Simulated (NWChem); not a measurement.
System: BeH cation; SMILES [BeH+]

The following NWChem deck was run.

```
start job
memory heap 200 mb stack 900 mb global 1100 mb
charge 1
geometry units angstroms noautosym nocenter noautoz
  Be     0.000000     0.000000     0.251857
  H      0.000000     0.000000    -1.090495
end
basis spherical
  Be library aug-cc-pvdz
  H library aug-cc-pvdz
end
dft
  xc xpbe96 cpbe96
  iterations 150
end
property
  response 1 0.0
end
task dft property
```

Output (shortened):

```
             Northwest Computational Chemistry Package (NWChem) 7.3.0
             --------------------------------------------------------

                             Geometry "geometry" -> ""
                             -------------------------

 Output coordinates in angstroms (scale by  1.889725989 to convert to a.u.)

  No.       Tag          Charge          X              Y              Z
 ---- ---------------- ---------- -------------- -------------- --------------
    1 Be                   4.0000     0.00000000     0.00000000     0.25185700
    2 H                    1.0000     0.00000000     0.00000000    -1.09049500

 Effective nuclear repulsion energy (a.u.)       1.5768658265

  pbe96 is a nonlocal functional; adding pw91lda local functional.
                              NWChem Property Module
                              ----------------------

                                 NWChem DFT Module
                                 -----------------

 Summary of "ao basis" -> "ao basis" (spherical)
 ------------------------------------------------------------------------------
       Tag                 Description            Shells   Functions and Types
 ---------------- ------------------------------  ------  ---------------------
 Be                       aug-cc-pvdz                9       23   4s3p2d
 H                        aug-cc-pvdz                5        9   3s2p

            General Information
            -------------------
          SCF calculation type: DFT
          Wavefunction type:  closed shell.
          No. of atoms     :     2
          No. of electrons :     4
           Alpha electrons :     2
            Beta electrons :     2
          Charge           :     1
          Spin multiplicity:     1
          Use of symmetry is: off; symmetry adaption is: off
          Maximum number of iterations: 150
          AO basis - number of functions:    32
                     number of shells:    14
          Convergence on energy requested:  1.00D-06
          Convergence on density requested:  1.00D-05
          Convergence on gradient requested:  5.00D-04

              XC Information
              --------------
          PerdewBurkeErnzerhof Exchange Functional  1.000
            Perdew 1991 LDA Correlation Functional  1.000 local
           PerdewBurkeErnz. Correlation Functional  1.000 non-local

             Grid Information
             ----------------
          Grid used for XC integration:  medium
          Radial quadrature: Mura-Knowles
          Angular quadrature: Lebedev.
          Tag              B.-S. Rad. Rad. Pts. Rad. Cut. Ang. Pts.
          ---              ---------- --------- --------- ---------
          Be                  1.05       49          17.0       434
          H                   0.35       45          14.0       434
          Grid pruning is: on
          Number of quadrature shells:    94
          Spatial weights used:  Erf1

      Superposition of Atomic Density Guess
      -------------------------------------

 Sum of atomic energies:         -15.07171378

 Renormalizing density from       5.00 to      4

      Non-variational initial energy
      ------------------------------

 Total energy =     -12.706427
 1-e energy   =     -18.064201
 2-e energy   =       3.780908
 HOMO         =      -0.858229
 LUMO         =      -0.445980

   convergence    iter        energy       DeltaE   RMS-Dens  Diis-err
 ---------------- ----- ----------------- --------- --------- ---------
 d= 0,ls=0.0,diis     1    -14.8935836136 -1.65D+01  1.14D-02  5.86D-02
 d= 0,ls=0.0,diis     2    -14.8978750015 -4.29D-03  5.94D-03  1.30D-02
 d= 0,ls=0.0,diis     3    -14.9010632171 -3.19D-03  2.07D-03  2.80D-03
 d= 0,ls=0.0,diis     4    -14.9020484109 -9.85D-04  1.30D-04  1.16D-05
 d= 0,ls=0.0,diis     5    -14.9020523402 -3.93D-06  1.25D-05  3.37D-08
 d= 0,ls=0.0,diis     6    -14.9020523488 -8.65D-09  1.63D-06  1.42D-09

         Total DFT energy =      -14.902052348836
      One electron energy =      -21.127323064758
           Coulomb energy =        7.537591898835
    Exchange-Corr. energy =       -2.889187009461
 Nuclear repulsion energy =        1.576865826548

 Numeric. integr. density =        3.999999307176

                       DFT Final Molecular Orbital Analysis
                       ------------------------------------

 Vector    1  Occ=2.000000D+00  E=-4.293465D+00
              MO Center=  6.8D-17,  1.0D-16,  2.5D-01, r^2= 6.7D-02
   Bfn.  Coefficient  Atom+Function         Bfn.  Coefficient  Atom+Function
  ----- ------------  ---------------      ----- ------------  ---------------
     1      1.006424  1 Be s

 Vector    2  Occ=2.000000D+00  E=-5.802493D-01
              MO Center=  4.0D-15,  1.9D-15, -6.4D-01, r^2= 1.1D+00
   Bfn.  Coefficient  Atom+Function         Bfn.  Coefficient  Atom+Function
  ----- ------------  ---------------      ----- ------------  ---------------
     2      0.465192  1 Be s                 24      0.405327  2 H  s
     3      0.271570  1 Be s                  7     -0.262204  1 Be pz
    10     -0.081495  1 Be pz                26     -0.059879  2 H  s
    21      0.033302  1 Be d  0               1      0.032866  1 Be s
    32     -0.029991  2 H  pz

 Vector    3  Occ=0.000000D+00  E=-4.254919D-01
              MO Center=  1.3D-14,  1.2D-14,  7.1D-01, r^2= 1.7D+00
   Bfn.  Coefficient  Atom+Function         Bfn.  Coefficient  Atom+Function
  ----- ------------  ---------------      ----- ------------  ---------------
     7      0.608727  1 Be pz                 2      0.368046  1 Be s
    10      0.235836  1 Be pz                24     -0.218275  2 H  s
    25      0.165186  2 H  s                  3      0.123773  1 Be s
    32      0.122894  2 H  pz                26      0.120030  2 H  s
     4     -0.065374  1 Be s                 16     -0.030315  1 Be d  0

 Vector    4  Occ=0.000000D+00  E=-3.397622D-01
              MO Center= -2.2D-14, -2.3D-14,  2.4D-01, r^2= 2.1D+00
   Bfn.  Coefficient  Atom+Function         Bfn.  Coefficient  Atom+Function
  ----- ------------  ---------------      ----- ------------  ---------------
     5      0.564794  1 Be px                 6      0.560922  1 Be py
     8      0.197677  1 Be px                 9      0.196322  1 Be py

 Vector    5  Occ=0.000000D+00  E=-3.397622D-01
              MO Center=  1.1D-14, -3.3D-15,  2.4D-01, r^2= 2.1D+00
   Bfn.  Coefficient  Atom+Function         Bfn.  Coefficient  Atom+Function
  ----- ------------  ---------------      ----- ------------  ---------------
     6     -0.564794  1 Be py                 5      0.560922  1 Be px
     9     -0.197677  1 Be py                 8      0.196322  1 Be px

     Multipole analysis of the density
     ---------------------------------

     L   x y z        total         alpha         beta         nuclear
     -   - - -        -----         -----         ----         -------
     0   0 0 0      1.000000     -2.000000     -2.000000      5.000000

     1   1 0 0     -0.000000     -0.000000     -0.000000      0.000000
     1   0 1 0     -0.000000     -0.000000     -0.000000      0.000000
     1   0 0 1      1.321202      0.739088      0.739088     -0.156974

     2   2 0 0     -2.632174     -1.316087     -1.316087      0.000000
     2   1 1 0      0.000000      0.000000      0.000000      0.000000
     2   1 0 1     -0.000000     -0.000000     -0.000000      0.000000
     2   0 2 0     -2.632174     -1.316087     -1.316087      0.000000
     2   0 1 1     -0.000000     -0.000000     -0.000000      0.000000
     2   0 0 2     -1.346757     -3.249735     -3.249735      5.152714

 *** CALLING NEW AORESP DRIVER FOR CLOSED AND OPEN SHELLS ***
 Entering AOResponse driver routine

--------------------------------------------------------------------------------

          -----------------------------------------------
          Solving response equations for perturbing field
          -----------------------------------------------

 number of frequencies:     1
 frequency in a.u.:  0.0000000E+00
 Perturbing field: electric
 Using El. Dipole Length Gauge

 Setting up CPKS with frequency omega =      0.00000000 a.u.

 STATIC response

                                NWChem CPHF Module
                                ------------------

  scftype          =     RHF
  nclosed          =        2
  nopen            =        0
  variables        =       60
  # of vectors     =        3
  tolerance        = 0.10D-03
  level shift      = 0.00D+00
  max iterations   =       50
  max subspace     =       30

 SCF residual:    7.2235780868594804E-007

Iterative solution of linear equations
  No. of variables       60
  No. of equations        3
  Maximum subspace       30
        Iterations       50
       Convergence  1.0D-04

   iter   nsub   residual    time
   ----  ------  --------  ---------
     1      3    2.80D+00       1.2
     2      6    4.34D-01       1.5
     3      9    2.86D-02       1.8
     4     12    7.94D-04       2.1
     5     15    2.62D-05       2.3

 Electric Dipole Response Matrix (nonzero elements):

              1        2        3
    1   12.5805  -0.0000   0.0000
    2   -0.0000  12.5805   0.0000
    3    0.0000   0.0000  16.1400

 ------------------------------------------
 average:        13.76699 + I       0.00000

 DFT Linear Response polarizability / au
 Frequency  =       0.0000000 / au
              X              Y              Z
 -----------------------------------------------
 X      12.5804974     -0.0000000      0.0000000
 Y      -0.0000000     12.5804974      0.0000000
 Z       0.0000000      0.0000000     16.1399694
 -----------------------------------------------
 Eigenvalues =      12.5804974     12.5804974     16.1399694
 Isotropic   =      13.7669881
 Anisotropic =       3.5594720
 -----------------------------------------------

 Magnetic Dipole Response Matrix (nonzero elements):

 Exiting AOResponse driver routine
```

Level: PBE/aug-cc-pVDZ. Structure relaxed at the PBE-D3(BJ)/def2-SVP level.
